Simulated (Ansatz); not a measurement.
The same path of ClH3Si + H (6 atoms, charge 0, multiplicity 2) was run twice with different band settings. Lost on the way: Cl1–Si2, Si2–H3. Made: Cl1–H3, Si2–H5.

Level of theory: UKS BHLYP-D4/def2-mTZVP (Ansatz).

Relaxed end points:

```xyz
6
Properties=species:S:1:pos:R:3
Cl 0.761 -1.756 -1.575
Si 0.141 -0.292 -0.257
H -1.308 -0.416 -0.078
H 0.478 1.018 -0.823
H -0.906 1.935 1.714
H 0.834 -0.489 1.019
```

```xyz
6
Properties=species:S:1:pos:R:3
Cl -0.806 -2.367 -1.771
Si 0.232 0.688 0.515
H -0.478 -1.362 -1.017
H 0.848 1.679 -0.380
H -0.986 1.205 1.157
H 1.190 0.157 1.496
```

Common settings: movable images 5; spring 5.0 eV/Å²; start path through a guess of the saddle point; force threshold 0.03 eV/Å; iteration limit 60; end points relaxed.

| run | climbing image | optimiser |
| --- | --- | --- |
| 1 | yes | quadratic models (default) |
| 2 | from the first iteration | fire |

(1) What does each run give, and how far can it be trusted?

Answers

(1) Run 1: converged after 13 iterations, highest image 0.769 eV above the first end. A vibrational analysis at the climbing image gives one clearly imaginary mode, 498i cm⁻¹: a first-order saddle point.
Run 2: converged after 50 iterations, highest image 0.769 eV above the first end. Another band between the same ends (5 images) ends at a top of the same energy, where a vibrational analysis finds 1 clearly imaginary mode.
